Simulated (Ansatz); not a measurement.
The input, for Ansatz 0.2.0:

```yaml
crystal:
  periodic: [false, false, false]
  atoms:
    - {symbol: Si, position_ang: [0.000000, -0.071477, 0.000000]}
    - {symbol: H, position_ang: [0.000000, 0.995827, -1.090012]}
    - {symbol: H, position_ang: [0.000000, 0.995827, 1.090012]}
basis:
  gaussian: {orbitals: cc-pVDZ}
magnetization: {spin_polarized: false, initial_magnetization: 4}
correlation: {method: ccsd, electrons: outside_noble_gas}
output: {forces: true}
```

```sh
$ ansatz run in.yaml --threads 1 --pin off --events-out ev --progress --plain --max-ram 2393MiB
```

Problem. What does the program do with this input?

Solution. Converged. The settings were drawn as a stress test.
```
271 factors; integrals over basis functions are off by at most 1.3e-3 eV
mean field evaluation 1: about -7883.6384 eV, gradient 9.0e0 eV
mean field evaluation 2: about -7883.6427 eV, gradient 8.9e0 eV
mean field evaluation 4: about -7884.5606 eV, gradient 5.7e-1 eV
mean field evaluation 8: about -7884.5694 eV, gradient 2.0e-3 eV
mean field evaluation 16: about -7883.5975 eV, gradient 6.2e0 eV
mean field evaluation 32: about -7884.5694 eV, gradient 4.0e-6 eV
mean field -7884.56944988 eV, -289.7525829301 hartree, gradient 4.0e-6 eV, S^2 6.000000; 3 other end points of the search recorded, 0 dependent functions left out
mean field evaluation 64: about -7884.8278 eV, gradient 8.7e-4 eV
determinant -7884.56944988 eV, -289.7525829301 hartree, with singles and doubles -7886.93010186 eV, -289.8393352901 hartree
determinant -7882.88805983 eV, -289.6907929854 hartree, with singles and doubles -7885.34955492 eV, -289.7812512613 hartree
5 core orbitals not correlated: weight in the atoms' cores, before any rotation towards them, 1.000 or more for the frozen orbitals, at most 0.000 for the correlated occupied ones
reference -7884.56944988 eV, -289.7525829301 hartree; 5, 1 occupied and 18, 22 virtual orbitals, 271 factors
second order -1.69756069 eV of doubles, -0.14227246 eV of singles
cycle   1  -2.36078527 eV  change   -1.3e-4 eV  update   3.8e-4
cycle   2  -2.36092527 eV  change   -1.4e-4 eV  update   2.5e-4
cycle   3  -2.36090487 eV  change    2.0e-5 eV  update   6.4e-5
cycle   4  -2.36089912 eV  change    5.7e-6 eV  update   2.5e-5
cycle   5  -2.36092756 eV  change   -2.8e-5 eV  update   9.7e-6
cycle   6  -2.36093619 eV  change   -8.6e-6 eV  update   2.0e-6
cycle   7  -2.36093579 eV  change    4.0e-7 eV  update   5.9e-7
cycle   8  -2.36093573 eV  change    6.1e-8 eV  update   1.5e-7
cycle   9  -2.36093573 eV  change  -3.8e-10 eV  update   4.0e-8
the calculation of the forces begins
Total energy: -7886.93038562 eV, -289.8393457180 hartree
Atom 0 at     0.000000    -0.071477     0.000000 Å, force    -0.000000    -6.664978     0.000000 eV/Å
Atom 1 at     0.000000     0.995827    -1.090012 Å, force    -0.000000     3.332489    -0.949543 eV/Å
Atom 2 at     0.000000     0.995827     1.090012 Å, force     0.000000     3.332489     0.949543 eV/Å
Dipole moment:     0.000000     0.365869    -0.000000 e Å
```
